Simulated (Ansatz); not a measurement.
A CCSD(T) single point on C$_{4}$H$_{6}$F$_{2}$, SMILES `C/C(F)=C(/C)F`.

```yaml
crystal:
  periodic: [false, false, false]
  atoms:
    - {symbol: C, position_ang: [-0.846366, -0.845791, 1.551727]}
    - {symbol: C, position_ang: [-0.106358, -0.586309, 0.300895]}
    - {symbol: F, position_ang: [0.389462, -1.699027, -0.282006]}
    - {symbol: C, position_ang: [0.119150, 0.577132, -0.295270]}
    - {symbol: C, position_ang: [0.859219, 0.836627, -1.546066]}
    - {symbol: F, position_ang: [-0.376693, 1.689849, 0.287618]}
    - {symbol: H, position_ang: [-0.196726, -1.330134, 2.286338]}
    - {symbol: H, position_ang: [-1.691649, -1.513930, 1.363701]}
    - {symbol: H, position_ang: [-1.220030, 0.086424, 1.971484]}
    - {symbol: H, position_ang: [1.704787, 1.504378, -1.357932]}
    - {symbol: H, position_ang: [0.209727, 1.321415, -2.280511]}
    - {symbol: H, position_ang: [1.232478, -0.095635, -1.966077]}
basis:
  gaussian: {orbitals: def2-TZVPP}
correlation: {method: ccsd_t}
output: {orbitals: {seedname: orbitals}}
```

```sh
$ ansatz run in.yaml --threads 4 --pin off --events-out ev --progress --plain --max-ram 10444MiB
```

The program prints (abridged):

```
Functional definition: HF
1646 factors; integrals over basis functions are off by at most 8.8e-4 eV
mean field evaluation 1: about -9628.3994 eV, gradient 3.6e1 eV
mean field evaluation 2: about -9628.6756 eV, gradient 3.6e1 eV
mean field evaluation 4: about -9631.8151 eV, gradient 4.5e0 eV
mean field evaluation 8: about -9631.8673 eV, gradient 2.4e-1 eV
mean field -9631.86758111 eV, -353.9646048914 hartree, gradient 9.1e-6 eV, S^2 0.000000; 0 other end points of the search recorded, 0 dependent functions left out
6 core orbitals not correlated: weight in the atoms' cores, before any rotation towards them, 1.000 or more for the frozen orbitals, at most 0.000 for the correlated occupied ones
reference -9631.86758111 eV, -353.9646048914 hartree; 18, 18 occupied and 246, 246 virtual orbitals, 1646 factors
second order -31.49888004 eV of doubles, -0.00000000 eV of singles
cycle   1  -31.62423223 eV  change   -1.3e-1 eV  update   1.1e-1
cycle   2  -32.30319311 eV  change   -6.8e-1 eV  update   3.5e-2
cycle   3  -32.47382984 eV  change   -1.7e-1 eV  update   1.7e-2
cycle   4  -32.46248955 eV  change    1.1e-2 eV  update   3.9e-3
cycle   5  -32.46041635 eV  change    2.1e-3 eV  update   1.6e-3
cycle   6  -32.46174565 eV  change   -1.3e-3 eV  update   4.0e-4
cycle   7  -32.46155960 eV  change    1.9e-4 eV  update   1.4e-4
cycle   8  -32.46148577 eV  change    7.4e-5 eV  update   3.6e-5
cycle   9  -32.46149176 eV  change   -6.0e-6 eV  update   1.3e-5
perturbative correction -1.21731784 eV, -0.0447356054 hartree
Total energy: -9665.54639071 eV, -355.2022783159 hartree
```

It took 5.6 min on 4 threads of an Arm Neoverse V1 on a shared host, with 7.8 GiB of host memory at the peak.

The correlation energy is -33.679 eV, 3.6 % of it from (T); the T1 diagnostic reads 0.0114.
